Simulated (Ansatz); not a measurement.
A nudged elastic band was laid between two geometries of CH4BF + H2 (9 atoms, charge 0, multiplicity 1).

Computed with RKS B3LYP/def2-TZVP (Ansatz).

```
movable images  : 5
climbing image  : yes
spring          : 5.0 eV/Å²
optimiser       : quadratic models (default)
start path      : through a guess of the saddle point
force threshold : 0.05 eV/Å
iteration limit : 60
end points      : relaxed
```

Image 0:

```xyz
9
Properties=species:S:1:pos:R:3
B 0.225 0.874 0.440
C 0.242 0.985 1.992
H -0.417 0.217 2.415
H 1.234 0.873 2.433
H -0.188 1.940 2.313
F 1.335 0.568 -0.228
H -0.756 1.042 -0.225
H -0.897 -4.425 -0.176
H -1.017 -4.646 0.524
```

Image 6:

```xyz
9
Properties=species:S:1:pos:R:3
B -0.138 -0.561 -1.025
C 0.024 -0.081 2.727
H -0.907 0.186 3.226
H 0.821 -0.170 3.465
H 0.285 0.696 2.008
F 1.047 -0.057 -1.326
H -1.066 0.187 -0.982
H -0.204 -1.735 -0.819
H -0.100 -1.036 2.215
```

Problem. Which bonds break or form, and what moves?

Solution. Bonds broken: B1–C2, H8–H9. Bonds formed: B1–H8, C2–H9. CH4BF + H2 becomes BFH2 + CH4.

Problem. What energy profile does the band end with?

Solution. It converged. The highest image is number 4 of 0 to 6, 1.48 eV above the first end and 1.64 eV above the last; the last end lies 0.16 eV below the first. Neighbouring images differ by up to 1.6 eV, so the band resolves the path poorly. A vibrational analysis at the climbing image gives one clearly imaginary mode, 1252i cm⁻¹: a first-order saddle point. The orbitals stay closed-shell, which can raise the energy where a bond breaks towards radicals; this wasn't checked here.

| image | path coordinate (Å) | energy (eV) | B1–C2 (Å) | H8–H9 (Å) | B1–H8 (Å) |
| --- | --- | --- | --- | --- | --- |
| 0 | 0.00 | 0.00 | 1.56 | 0.74 | 5.45 |
| 1 | 1.41 | 0.00 | 1.56 | 0.74 | 4.33 |
| 2 | 2.83 | 0.00 | 1.56 | 0.74 | 3.30 |
| 3 | 4.24 | 0.10 | 1.56 | 0.74 | 2.45 |
| 4 | 5.65 | 1.48 | 1.78 | 1.08 | 1.30 |
| 5 | 7.07 | -0.07 | 2.87 | 2.16 | 1.19 |
| 6 | 8.49 | -0.16 | 3.79 | 3.12 | 1.19 |

Problem. What is the geometry of the highest image?

Solution. 
```xyz
9
Properties=species:S:1:pos:R:3
B -0.057 -0.316 0.178
C -0.020 -0.027 1.933
H -0.994 -0.110 2.413
H 0.745 -0.508 2.546
H 0.253 1.023 1.845
F 1.138 0.069 -0.376
H -1.093 0.114 -0.217
H -0.187 -1.611 0.088
H -0.023 -1.207 1.077
```

The run took 100 s on 4 threads of Arm Neoverse V1 (shared host), peak memory 0.21 GiB.
